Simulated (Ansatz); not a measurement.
`COC(N)F` and `COC(N)(O)F` differ in one atom or group.

Ansatz, PBE0-D4/def2-TZVP geometries, multiplicity 1. Each molecule was computed in one conformer, which needn't be the lowest.

```tsv
property	`COC(N)F`
HOMO energy (PBE/def2-TZVPP) / eV	-6.25
HOMO energy (ωB97M-V/def2-TZVPP) / eV	-10.32
size of the dipole moment (B3LYP/def2-TZVPP) / D	0.60
HOMO–LUMO gap (ωB97M-V/def2-TZVPP) / eV	13.10
HOMO–LUMO gap (B3LYP/def2-TZVPP) / eV	8.62
LUMO energy (PBE/def2-TZVPP) / eV	0.55
```

(1) What does the change do to each property? (An estimate is asked.)

Results:

(1) The calculation gave: 
```json
{"property": "HOMO energy (PBE/def2-TZVPP) / eV", "`COC(N)(O)F`": "-6.53", "shift": "-0.28"}
{"property": "HOMO energy (ωB97M-V/def2-TZVPP) / eV", "`COC(N)(O)F`": "-10.60", "shift": "-0.28"}
{"property": "size of the dipole moment (B3LYP/def2-TZVPP) / D", "`COC(N)(O)F`": "0.98", "shift": "0.38"}
{"property": "HOMO–LUMO gap (ωB97M-V/def2-TZVPP) / eV", "`COC(N)(O)F`": "13.12", "shift": "0.02"}
{"property": "HOMO–LUMO gap (B3LYP/def2-TZVPP) / eV", "`COC(N)(O)F`": "8.64", "shift": "0.02"}
{"property": "LUMO energy (PBE/def2-TZVPP) / eV", "`COC(N)(O)F`": "0.30", "shift": "-0.25"}
```

Dipoles are sizes alone; their direction can turn.

Positive LUMOs are unbound, so they and the gaps depend on the basis.

B3LYP here is the variant with VWN-RPA as its local correlation; programs differ in this.
